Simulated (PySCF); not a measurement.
**Ionisation energy of Si by level of theory**

Si [Ne] 3s2 3p2 (3P) → Si+ [Ne] 3s2 3p1 (2P), as a difference of total energies. Computed with PySCF 2.14 in pcseg-2 (5s4p2d1f, 34 functions), with the non-relativistic Hamiltonian (point nucleus). Correlated levels: valence: [Ne] frozen. The calculations carry no spin-orbit coupling.

```json
{"method": "UHF", "ionisation energy (eV)": "7.635"}
{"method": "r2SCAN", "ionisation energy (eV)": "8.325"}
{"method": "M06-L", "ionisation energy (eV)": "8.046"}
{"method": "MP2 (valence)", "ionisation energy (eV)": "7.907"}
{"method": "SCS-MP2 (valence)", "ionisation energy (eV)": "7.838"}
{"method": "CCSD (valence)", "ionisation energy (eV)": "7.904"}
{"method": "CCSD(T) (valence)", "ionisation energy (eV)": "7.925"}
```

Question: How much does correlation contribute at CCSD(T) (valence)?

Answer: 7.925 − (7.635) = 0.290 eV, measured against UHF.

Errors of the correlated levels include the incompleteness of this basis and the frozen core.

For comparison: 8.157 eV (measured; NIST levels, between the centres of gravity of the two terms).
